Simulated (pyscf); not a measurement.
One four-centre exchange on the singlet surface with elements of a group swapped. ωB97M-D3(BJ)/def2-TZVP, kJ/mol, from the separated reactants. Structures and frequencies: ωB97X-D3(BJ)/def2-SVP in PySCF.

```json
[
 {"step": "`[SiH3][PH][SiH3]` + `[H][H]` → `[SiH3][PH2]` + `[SiH4]`", "barrier": "268.5", "reaction energy": "+2.1", "imaginary mode (i cm⁻¹)": "1646"},
 {"step": "`[SiH3][AsH][GeH3]` + `[H][H]` → `[GeH3][AsH2]` + `[SiH4]`", "barrier": "273.4", "reaction energy": "+9.4", "imaginary mode (i cm⁻¹)": "1570"},
 {"step": "`[SiH3][PH][GeH3]` + `[H][H]` → `[PH2][GeH3]` + `[SiH4]`", "barrier": "?", "reaction energy": "?", "imaginary mode (i cm⁻¹)": "1615"},
 {"step": "`[SiH3][AsH][SiH3]` + `[H][H]` → `[SiH3][AsH2]` + `[SiH4]`", "barrier": "267.9", "reaction energy": "+10.6", "imaginary mode (i cm⁻¹)": "1451"}
]
```

**Question.** Complete the blanks.

**Answer.** 
- `[SiH3][PH][GeH3]` + `[H][H]` → `[PH2][GeH3]` + `[SiH4]`, barrier: 260.9
- `[SiH3][PH][GeH3]` + `[H][H]` → `[PH2][GeH3]` + `[SiH4]`, reaction energy: +0.7

Each row is the saddle that its search found. Elements up to Kr have no core potential and no relativistic terms here.
